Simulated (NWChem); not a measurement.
## hydrogen sulfide (H2S) in NWChem

```xyz
3

S      0.0000     0.0000     0.1056
H     -0.9740     0.0000    -0.8447
H      0.9740     0.0000    -0.8447
```
Charge 0, spin multiplicity 1.

The numbers come from NWChem runs, not from measurements. The geometry was optimised at PBE/def2-SVP, a minimum by its harmonic frequencies.

Static limit. This basis has no diffuse functions, which lowers polarisabilities.

B3LYP has NWChem's definition, with VWN1-RPA local correlation. The Pople sets run with spherical d functions.

Question: Give the polarisability tensor in bohr³ at B3LYP/6-31G* (spherical d), VWN1-RPA local correlation, in the frame of the coordinates, and its isotropic mean.

Answer: 
```
17.52   0.00   0.00
 0.00  10.85   0.00
 0.00   0.00  16.01
```
Mean (one third of the trace): 14.79 bohr³.
